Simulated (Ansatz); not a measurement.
Relaxation of C4H3F (8 atoms, charge 0, multiplicity 1), to a largest force component of 0.015 eV/Å in at most 40 steps.

Theory: Ansatz, RKS CAM-B3LYP-D4/def2-SVP.

```xyz
8
Properties=species:S:1:pos:R:3:forces:R:3
C 0.026 1.553 1.432 -0.03 1.90 2.03
C -0.114 0.859 0.475 -0.20 -1.25 -1.65
C -0.250 -0.001 -0.658 1.98 -1.87 2.06
C 0.255 -1.262 -0.589 -2.19 0.72 -2.76
F 0.079 -2.096 -1.667 0.53 0.99 1.33
H 0.055 2.268 2.256 0.12 -0.55 -0.41
H -0.608 0.390 -1.562 -0.81 0.46 -1.55
H 0.649 -1.768 0.257 0.59 -0.40 0.94
```

**Question.** Where does it end, and by what steps?

**Answer.** The forces met the threshold. After 10 steps the energy has fallen by 0.221 eV; C1 moved furthest, 0.06 Å.

```json
{"step": "0", "energy less start (eV)": "0.0000", "largest force component (eV/Å)": "2.758", "accepted": "yes"}
{"step": "1", "energy less start (eV)": "-0.0826", "largest force component (eV/Å)": "1.979", "accepted": "yes"}
{"step": "2", "energy less start (eV)": "-0.1689", "largest force component (eV/Å)": "1.548", "accepted": "yes"}
{"step": "3", "energy less start (eV)": "-0.1850", "largest force component (eV/Å)": "1.400", "accepted": "yes"}
{"step": "4", "energy less start (eV)": "-0.2078", "largest force component (eV/Å)": "0.744", "accepted": "yes"}
{"step": "5", "energy less start (eV)": "-0.2193", "largest force component (eV/Å)": "0.186", "accepted": "yes"}
{"step": "6", "energy less start (eV)": "-0.2200", "largest force component (eV/Å)": "0.072", "accepted": "yes"}
{"step": "7", "energy less start (eV)": "-0.2205", "largest force component (eV/Å)": "0.053", "accepted": "yes"}
{"step": "8", "energy less start (eV)": "-0.2206", "largest force component (eV/Å)": "0.036", "accepted": "yes"}
{"step": "9", "energy less start (eV)": "-0.2207", "largest force component (eV/Å)": "0.017", "accepted": "yes"}
{"step": "10", "energy less start (eV)": "-0.2207", "largest force component (eV/Å)": "0.003", "accepted": "yes"}
```

```xyz
8
Properties=species:S:1:pos:R:3
C -0.007 1.600 1.428
C -0.092 0.853 0.483
C -0.200 -0.014 -0.643
C 0.206 -1.283 -0.611
F 0.097 -2.073 -1.669
H 0.069 2.263 2.270
H -0.633 0.373 -1.571
H 0.652 -1.777 0.257
```

The run took 20 s on 2 threads of Arm Neoverse V1, with other jobs on the host, peak memory 0.18 GiB.
